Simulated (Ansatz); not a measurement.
Geometry optimisation, RKS r2SCAN/6-31G* (Ansatz 0.2.0).

Input:

```yaml
crystal:
  periodic: [false, false, false]
  atoms:
    - { symbol: B, position_ang: [0.460236, -0.133135, -1.128571] }
    - { symbol: F, position_ang: [-1.83045, -1.216463, -0.198309] }
    - { symbol: H, position_ang: [1.01149, -1.102336, -1.561109] }
    - { symbol: H, position_ang: [-0.13235, 0.555321, -1.911219] }
    - { symbol: H, position_ang: [-1.940333, -0.386378, 0.181335] }
    - { symbol: Si, position_ang: [0.595366, 0.417637, 0.759316] }
    - { symbol: H, position_ang: [1.020359, -0.642018, 1.716642] }
    - { symbol: H, position_ang: [-0.727515, 0.937424, 1.253854] }
    - { symbol: H, position_ang: [1.543297, 1.569847, 0.888061] }
basis:
  gaussian: { orbitals: "6-31G*" }
hamiltonian:
  xc: r2scan
relax:
  f_tol: 0.03
  max_steps: 50
```

Run as:

```bash
$ ansatz run input.yaml --threads 1 --pin off --max-ram 2048MiB --backend cpu --events-out ev --progress --plain --runs-dir out
```

**Question.** Where does it end, and by what steps?

**Answer.** It converged. After 7 steps the energy has fallen by 0.189 eV; F2 moved furthest, 0.50 Å.

```csv
step,energy less start (eV),largest force component (eV/Å),accepted
0,0.0000,1.003,yes
1,-0.0604,1.057,yes
2,-0.1500,0.432,yes
3,-0.1600,0.498,yes
4,-0.1842,0.083,yes
5,-0.1865,0.043,yes
6,-0.1879,0.032,yes
7,-0.1886,0.017,yes
```

```xyz
9
Properties=species:S:1:pos:R:3
B 0.220 -0.228 -1.016
F -1.459 -1.149 -0.526
H 0.782 -1.185 -1.461
H -0.281 0.530 -1.803
H -1.933 -0.433 -0.134
Si 0.618 0.454 0.843
H 1.103 -0.576 1.810
H -0.650 1.006 1.444
H 1.599 1.581 0.843
```

The run took 26 s on 1 CPU thread of a shared host.
